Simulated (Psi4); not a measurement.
## How methods differ on SiN2H4 (SMILES N[Si]N)

SiN2H4 has 7 atoms, charge 0, and is taken as a singlet. SMILES: `N[Si]N`. The shape was relaxed beforehand at PBE0/def2-TZVP. This is one conformer, not always the lowest.

| atom | x (Å) | y (Å) | z (Å) |
| --- | --- | --- | --- |
| N | -1.2111 | 0.3063 | -0.3624 |
| Si | -0.1809 | -1.0633 | -0.4498 |
| N | 1.2292 | -0.4294 | 0.2950 |
| H | -2.1477 | 0.2611 | -0.7281 |
| H | -1.0024 | 1.2133 | 0.0281 |
| H | 1.3681 | 0.4986 | 0.6667 |
| H | 2.0487 | -1.0037 | 0.4024 |

Each level gives the HOMO–LUMO gap (eV). The values are calculated.

```
                                 level                    kind  program  value (eV)  CPU time
   PBE-D4/def2-TZVPP (density fitting)                     GGA     Psi4        4.18      65 s
r2SCAN-D4/def2-TZVPP (density fitting)                meta-GGA     Psi4        4.51   3.8 min
 B3LYP-D4/def2-TZVPP (density fitting)           global hybrid     Psi4        5.72      57 s
  PBE0-D4/def2-TZVPP (density fitting)           global hybrid     Psi4        6.07      65 s
  wB97M-V/def2-TZVPP (density fitting)  range-separated hybrid     Psi4       10.17   4.1 min
```

The values span 4.18 to 10.17 eV. Orbital gaps aren't excitation energies; they tend to grow with the share of exact exchange. Times are those of the runs behind each value, whatever else they computed, on shared processors of several kinds: orders of magnitude only.
